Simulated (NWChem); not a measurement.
System: CH₃, doublet; SMILES [CH3]

NWChem input:

```
start job
memory heap 200 mb stack 900 mb global 1100 mb
geometry units angstroms noautosym nocenter noautoz
  C      0.000000     0.000000     0.000000
  H     -0.770946    -0.770946     0.000000
  H     -0.282186     1.053132     0.000000
  H      1.053132    -0.282186     0.000000
end
basis spherical
  * library 3-21g
end
dft
  odft
  mult 2
  xc pbe0
  iterations 150
end
cosmo
  do_cosmo_smd true
  solvent water
end
task dft energy
```

Excerpt of the output:

```
             Northwest Computational Chemistry Package (NWChem) 7.3.0
             --------------------------------------------------------

                             Geometry "geometry" -> ""
                             -------------------------

 Output coordinates in angstroms (scale by  1.889725989 to convert to a.u.)

  No.       Tag          Charge          X              Y              Z
 ---- ---------------- ---------- -------------- -------------- --------------
    1 C                    6.0000     0.00000000     0.00000000     0.00000000
    2 H                    1.0000    -0.77094600    -0.77094600     0.00000000
    3 H                    1.0000    -0.28218600     1.05313200     0.00000000
    4 H                    1.0000     1.05313200    -0.28218600     0.00000000

 Effective nuclear repulsion energy (a.u.)       9.5771077529

                                 NWChem DFT Module
                                 -----------------

 Summary of "ao basis" -> "ao basis" (spherical)
 ------------------------------------------------------------------------------
       Tag                 Description            Shells   Functions and Types
 ---------------- ------------------------------  ------  ---------------------
 C                           3-21g                   5        9   3s2p
 H                           3-21g                   2        2   2s

 in cosmo_initialize ...
 calling solv_data for solv:h2o

 solvent parameters
 solvname_short: h2o
 solvname_long:  water
 dielec:       78.4000
 dielecinf:     1.7769
 aqueous SMD model solvent descriptors
 dielec:       78.4000
 sola:          0.8200

          ---------------
          -cosmo- solvent
          ---------------
 Cosmo: York-Karplus, doi: 10.1021/jp992097l
 dielectric constant -eps-     =  78.40
 screen = (eps-1)/(eps    )    =   0.98724
 surface charge correction     = lagrangian

   van der Waals surface
 --------------------------

 ---------- ATOMIC COORDINATES (A.U.) ------------ VDWR(ANG.) --
     1    0.00000000    0.00000000    0.00000000     1.850
     2   -1.45687669   -1.45687669    0.00000000     1.200
     3   -0.53325422    1.99013091    0.00000000     1.200
     4    1.99013091   -0.53325422    0.00000000     1.200
 number of segments per atom =        128
 number of   points per atom =        128
 atom (   nspa,  nppa )
 ----------------------
    1 (     94,     0 )       0
    2 (     56,     0 )       0
    3 (     52,     0 )       0
    4 (     52,     0 )       0
 number of -cosmo- surface points =      254
 molecular surface =     47.188 angstrom**2
 molecular volume  =     29.754 angstrom**3
 -lineq- algorithm             =   0
 -bem- low  level              =   3
 -bem- from -octahedral-
 gaussian surface charge width =   4.50000
 degree of switching           =   1.00000
 switching function tolerance  =   0.00010
 atomic radii =
 --------------
    1  6.000  1.850
    2  1.000  1.200
    3  1.000  1.200
    4  1.000  1.200
 ...... end of -cosmo- initialization ......

 nat:                     4
 ixmem:                  1008
 calling mnsol_interface()
 G(SMD-CDS) energy (kcal/mol)  =     3.865
 SMD-CDS SASA (angstrom**2)    =    66.562

            General Information
            -------------------
          SCF calculation type: DFT
          Wavefunction type:  spin polarized.
          No. of atoms     :     4
          No. of electrons :     9
           Alpha electrons :     5
            Beta electrons :     4
          Charge           :     0
          Spin multiplicity:     2
          Use of symmetry is: off; symmetry adaption is: off
          Maximum number of iterations: 150
          AO basis - number of functions:    15
                     number of shells:    11
          Convergence on energy requested:  1.00D-06
          Convergence on density requested:  1.00D-05
          Convergence on gradient requested:  5.00D-04

              XC Information
              --------------
                         PBE0 Method XC Functional
                     Hartree-Fock (Exact) Exchange  0.250
          PerdewBurkeErnzerhof Exchange Functional  0.750
            Perdew 1991 LDA Correlation Functional  1.000 local
           PerdewBurkeErnz. Correlation Functional  1.000 non-local

[...]

                                COSMO-SMD solvation results
                                ---------------------------

             internal energy in gas <Psi(g)|H|Psi(g)> =       -39.564541780262
         internal energy in solvent <Psi(s)|H|Psi(s)> =       -39.564425134549
                               delta internal energy  =         0.000116645713 (    0.07 kcal/mol)
   total free energy in solvent <Psi(s)|H+V/2|Psi(s)> =       -39.566532480029
 polarization energy contribution <Psi(s)|V/2|Psi(s)> =        -0.002107345480 (   -1.32 kcal/mol)
    total free energy in solvent including G(SMD-CDS) =       -39.560373655348
                       G(SMD-CDS) energy contribution =         0.006158824680 (    3.86 kcal/mol)
     1 M fixed-concentration free energy of solvation =         0.004168124913 (    2.62 kcal/mol)

                    DFT Final Alpha Molecular Orbital Analysis
                    ------------------------------------------

 Vector    3  Occ=1.000000D+00  E=-4.268392D-01
              MO Center= -1.7D-01, -1.7D-01,  1.2D-14, r^2= 1.2D+00
   Bfn.  Coefficient  Atom+Function         Bfn.  Coefficient  Atom+Function
  ----- ------------  ---------------      ----- ------------  ---------------
     3      0.278909  1 C  px                 4      0.278909  1 C  py
    10     -0.258306  2 H  s                  7      0.219732  1 C  px
     8      0.219733  1 C  py                11     -0.209216  2 H  s
    12      0.129173  3 H  s                 14      0.129173  4 H  s
    13      0.104574  3 H  s                 15      0.104574  4 H  s

 Vector    4  Occ=1.000000D+00  E=-4.268180D-01
              MO Center=  1.7D-01,  1.7D-01, -2.0D-20, r^2= 1.2D+00
   Bfn.  Coefficient  Atom+Function         Bfn.  Coefficient  Atom+Function
  ----- ------------  ---------------      ----- ------------  ---------------
     3      0.278918  1 C  px                 4     -0.278918  1 C  py
    12     -0.223701  3 H  s                 14      0.223701  4 H  s
     7      0.219789  1 C  px                 8     -0.219788  1 C  py
    13     -0.181095  3 H  s                 15      0.181095  4 H  s

 Vector    5  Occ=1.000000D+00  E=-2.431824D-01
              MO Center=  5.4D-20, -1.8D-20, -1.9D-10, r^2= 1.1D+00
   Bfn.  Coefficient  Atom+Function         Bfn.  Coefficient  Atom+Function
  ----- ------------  ---------------      ----- ------------  ---------------
     9      0.637941  1 C  pz                 5      0.503329  1 C  pz

 Vector    6  Occ=0.000000D+00  E= 1.507993D-01
              MO Center= -3.8D-04, -3.8D-04,  2.4D-11, r^2= 3.1D+00
   Bfn.  Coefficient  Atom+Function         Bfn.  Coefficient  Atom+Function
  ----- ------------  ---------------      ----- ------------  ---------------
     6      2.061461  1 C  s                 11     -1.004504  2 H  s
    13     -1.003684  3 H  s                 15     -1.003684  4 H  s
     1     -0.172794  1 C  s                  2      0.105508  1 C  s
    10     -0.080522  2 H  s                 12     -0.080514  3 H  s
    14     -0.080514  4 H  s

 Vector    7  Occ=0.000000D+00  E= 2.165454D-01
              MO Center= -3.6D-01, -3.6D-01,  5.4D-15, r^2= 2.7D+00
   Bfn.  Coefficient  Atom+Function         Bfn.  Coefficient  Atom+Function
  ----- ------------  ---------------      ----- ------------  ---------------
    11      1.687881  2 H  s                  7      0.995186  1 C  px
     8      0.995183  1 C  py                13     -0.844428  3 H  s
    15     -0.844432  4 H  s                  3      0.243992  1 C  px
     4      0.243991  1 C  py                10      0.102697  2 H  s
    12     -0.051393  3 H  s                 14     -0.051393  4 H  s

 Vector    8  Occ=0.000000D+00  E= 2.165565D-01
              MO Center=  3.6D-01,  3.6D-01,  1.5D-20, r^2= 2.7D+00
   Bfn.  Coefficient  Atom+Function         Bfn.  Coefficient  Atom+Function
  ----- ------------  ---------------      ----- ------------  ---------------
    13      1.462048  3 H  s                 15     -1.462046  4 H  s
     7      0.995236  1 C  px                 8     -0.995239  1 C  py
     3      0.243946  1 C  px                 4     -0.243946  1 C  py
    12      0.089011  3 H  s                 14     -0.089011  4 H  s

                     DFT Final Beta Molecular Orbital Analysis
                     -----------------------------------------

 Vector    2  Occ=1.000000D+00  E=-6.521637D-01
              MO Center= -1.0D-04, -1.0D-04,  9.5D-11, r^2= 1.0D+00
   Bfn.  Coefficient  Atom+Function         Bfn.  Coefficient  Atom+Function
  ----- ------------  ---------------      ----- ------------  ---------------
     6      0.550790  1 C  s                  2      0.213265  1 C  s
     1     -0.207047  1 C  s                 10      0.149537  2 H  s
    12      0.149496  3 H  s                 14      0.149496  4 H  s
    11      0.059793  2 H  s                 13      0.059755  3 H  s
    15      0.059755  4 H  s

 Vector    3  Occ=1.000000D+00  E=-4.154187D-01
              MO Center= -1.9D-01, -1.9D-01,  1.2D-14, r^2= 1.2D+00
   Bfn.  Coefficient  Atom+Function         Bfn.  Coefficient  Atom+Function
  ----- ------------  ---------------      ----- ------------  ---------------
    10     -0.271824  2 H  s                  3      0.268012  1 C  px
     4      0.268012  1 C  py                11     -0.239427  2 H  s
     7      0.198141  1 C  px                 8      0.198141  1 C  py
    12      0.135940  3 H  s                 14      0.135940  4 H  s
    13      0.119689  3 H  s                 15      0.119689  4 H  s

[...]
```

Level: PBE0/3-21G, spin-unrestricted, SMD on the gas-phase geometry. In the optimisation the excess spin sits in a2" (D3h, its own frame). All runs use the structure optimised with PBE0/def2-SVP, spin-unrestricted. No stability test was run on the SCF state. Solvent: water.
